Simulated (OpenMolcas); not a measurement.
SiH3 (silyl radical): how far must the basis set go?

The species is SiH3 (4 atoms), meant as a doublet with charge 0. SMILES: `[SiH3]`. Geometry: relaxed at PBE0-D4/def2-TZVP. The run starts from this shape.

| atom | x (Å) | y (Å) | z (Å) |
| --- | --- | --- | --- |
| Si | 0.2938 | -0.0269 | -0.1640 |
| H | 0.5592 | 0.6653 | 1.1239 |
| H | -0.2240 | -1.4017 | 0.0601 |
| H | -0.6289 | 0.7632 | -1.0200 |

Program: OpenMolcas 26.06. Method: UHF. Swept: basis set. Watched: the total energy. Each run: an optimisation. Hardware: 1 thread of Arm Neoverse V2, shared host.

Deviations are taken from the sweep's last point, which isn't the limit.

Question: The candidates, from coarse to fine: def2-SV(P); def2-SVP; def2-TZVP; def2-TZVPP. Estimate which is the coarsest that holds the total energy within 1 mEh of the last.

Answer: def2-TZVP: it is 0.524 mEh off and takes 9.9 s, against 22 s for def2-TZVPP. Totals converge more slowly than differences, where errors cancel.

```csv
basis set,basis functions,energy (Eh),from the best (mEh),wall time
def2-SV(P),24,-290.527448,+109.992,5.4 s
def2-SVP,33,-290.534040,+103.400,5.7 s
def2-TZVP,55,-290.636916,+0.524,9.9 s
def2-TZVPP,84,-290.637440,0.000,22 s
```
